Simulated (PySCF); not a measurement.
# Two probes of the same atoms: core binding energy and nuclear shielding

Species: C₅H₅N.
Structure used (PBE0-D3(BJ)/def2-SVP), in Å, numbered top down from 1:
```
atom  x, y, z in Å
C1     2.4664   -0.3388    0.1704
C2     1.0205   -0.3900    0.0357
C3    -0.1838   -0.4294   -0.0769
C4    -1.6373   -0.4685   -0.2148
C5    -2.2098    0.8089   -0.6461
N6    -2.6695    1.8137   -0.9865
H7     2.7898   -0.7574    1.1356
H8     2.9603   -0.9099   -0.6306
H9     2.8265    0.7000    0.1155
H10   -2.1096   -0.7493    0.7423
H11   -1.9367   -1.2411   -0.9438
```

Binding energies: PySCF, delta-SCF UKS SCAN, pcX-2 on the ionised atom, pcseg-1 elsewhere, spin-free X2C. Shieldings: GIAO PBE0/pcSseg-1, non-relativistic, same geometry.

```json
{"atom": "C1", "C 1s (eV)": "291.93"}
{"atom": "C2", "C 1s (eV)": "290.80"}
{"atom": "C3", "C 1s (eV)": "290.67"}
{"atom": "C4", "C 1s (eV)": "293.18"}
{"atom": "C5", "C 1s (eV)": "292.42"}
```

Problem. What are the absolute isotropic shieldings of these atoms?

Solution. 
```json
{"atom": "C3", "environment": "alkyne carbon", "C 1s (eV)": "290.67", "isotropic shielding (ppm)": "112.6"}
{"atom": "C2", "environment": "alkyne carbon", "C 1s (eV)": "290.80", "isotropic shielding (ppm)": "98.0"}
{"atom": "C1", "environment": "propargylic carbon", "C 1s (eV)": "291.93", "isotropic shielding (ppm)": "179.9"}
{"atom": "C5", "environment": "nitrile carbon", "C 1s (eV)": "292.42", "isotropic shielding (ppm)": "65.2"}
{"atom": "C4", "environment": "sp3 carbon next to a nitrile", "C 1s (eV)": "293.18", "isotropic shielding (ppm)": "174.5"}
```

Problem. Among the listed atoms, is the one with the highest binding energy also the least shielded?

Solution. No. The highest binding energy is at C4 (293.18 eV, shielding 174.5 ppm), the lowest shielding at C5 (65.2 ppm, 292.42 eV).

By binding energy: C3 < C2 < C1 < C5 < C4. By shielding: C5 < C2 < C3 < C4 < C1.

Isolated species at its PBE0-D3(BJ)/def2-SVP geometry, gas phase.
